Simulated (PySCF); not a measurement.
# NO₂(OH): calculation against measurement

Isolated NO₂(OH), optimised in PySCF with density fitting and no spin–orbit coupling; def2 sets carry scalar-relativistic core potentials from Rb on. It is a singlet of Cs symmetry: PBE/def2-TZVP N–O 1.200 Å, N–O 1.216 Å, N–O 1.444 Å, O–H 0.982 Å.

Task: The tabulated gas-phase entropy at 298.15 K and 1 bar is 266.39 J/(mol K) (Chase, 1998, NIST Chemistry WebBook). What do rigid-rotor harmonic-oscillator sums give?

Result: PBE/def2-TZVP 267.5 J/(mol K).

Task: ΔfH°(298 K) is -134.31 kJ/mol (Chase, 1998, NIST Chemistry WebBook), and for the gaseous atoms N 472.4, O 249.2, H 218.0 kJ/mol (tabulated in the package mendeleev). Compare the atomisation enthalpy with the calculations.

Result: From the tables it is 472.4 + 3 × 249.2 + 218.0 − (-134.3) = 1572 kJ/mol. To a computed De one adds −ZPE (-66.4), the atoms' spin–orbit lowering from NIST levels (-2.8) and the thermal terms (20.6), all taken at PBE/def2-TZVP.
```json
{"level": "PBE/def2-TZVP", "De (kJ/mol)": "1828", "ΔatH°(298 K)": "1780", "computed − tabulated": "207"}
```
